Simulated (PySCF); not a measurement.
Atom-mapped SMILES (the numbers label the heavy atoms): `[CH2:1]=[CH:2][O:3][C:4]([CH3:5])=[O:6]` (H(Xn): hydrogen on atom n). Ha(C1) is cis to O3; Hb(C1) is trans to O3.

GIAO shifts from PySCF on PBE0-D3(BJ)/def2-TZVP geometries (one conformer, non-relativistic, equivalent nuclei averaged), against TMS at the same level and in the same medium; PCM means IEF-PCM chloroform.

Measured (solution, not stated per compound (mostly CDCl3 or CCl4); Pretsch, Buehlmann, Badertscher, Structure Determination of Organic Compounds, 4th ed. (2009)): H(C2) 7.28, Hb(C1) 4.56, Ha(C1) 4.88 ppm.

Which unscaled values do B97-2/pcSseg-2, gas; WP04/pcSseg-2, PCM; wB97X-D/pcSseg-2, PCM give, and how close are they?

Answers


```json
{"atoms": "H(C2)", "measured": "7.28", "B97-2/pcSseg-2, gas": "8.03", "WP04/pcSseg-2, PCM": "7.81", "wB97X-D/pcSseg-2, PCM": "8.05"}
{"atoms": "Hb(C1)", "measured": "4.56", "B97-2/pcSseg-2, gas": "4.63", "WP04/pcSseg-2, PCM": "4.72", "wB97X-D/pcSseg-2, PCM": "4.89"}
{"atoms": "Ha(C1)", "measured": "4.88", "B97-2/pcSseg-2, gas": "5.02", "WP04/pcSseg-2, PCM": "5.01", "wB97X-D/pcSseg-2, PCM": "5.24"}
```

Mean absolute error for $^{1}$H: B97-2/pcSseg-2, gas 0.32, WP04/pcSseg-2, PCM 0.27, wB97X-D/pcSseg-2, PCM 0.49 ppm.
